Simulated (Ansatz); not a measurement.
Two isomers of C2H3NO: A = `OC1=NC1`, B = `NC#CO`.

Program: Ansatz. Geometries: PBE0-D4/def2-TZVP. ΔE: electronic, gas phase. CCSD(T)/CBS adds triple-zeta CCSD(T) − MP2 to the extrapolated MP2 energy (def2 sets, frozen cores). DFT in def2-TZVPP. B3LYP here is the variant with VWN-RPA as its local correlation; programs differ in this. Each species was taken in one conformer, which may not be the lowest.

Which isomer does CCSD(T)/CBS put lower? Give the gap. (An estimate is asked.)

Computed: A, by 11.9 kcal/mol.

Give E(B) − E(A) in kcal/mol with ωB97M-V, HF/def2-TZVPP, PBE0-D4, B3LYP, CCSD(T)/def2-TZVPP, LDA (SPW92), B3LYP-D4. (Estimate.)

Ansatz gave: ωB97M-V 12.3, HF/def2-TZVPP 8.9, PBE0-D4 13.1, B3LYP 9.8, CCSD(T)/def2-TZVPP 13.5, LDA (SPW92) 11.2, B3LYP-D4 10.1. None reverses the order clearly.

Does the order hold for the free energy at 298.15 K (harmonic terms from PBE0-D4)? (Estimate.)

Ansatz gave: Yes: G(B) − G(A) = +11.0 kcal/mol, for one conformer each.

Largest T1 diagnostic: 0.013.

Leaving LDA and LC-ωPBE aside and taking each functional with its dispersion term where it has one, the values, not all of them listed here, spread over 6.1 kcal/mol, from BHLYP-D4 to B97M-V. LDA lies −2.1 kcal/mol from PBE without D4. At CCSD(T), def2-SVP lies +3.9 kcal/mol from the extrapolated value and def2-TZVPP +1.6 kcal/mol.
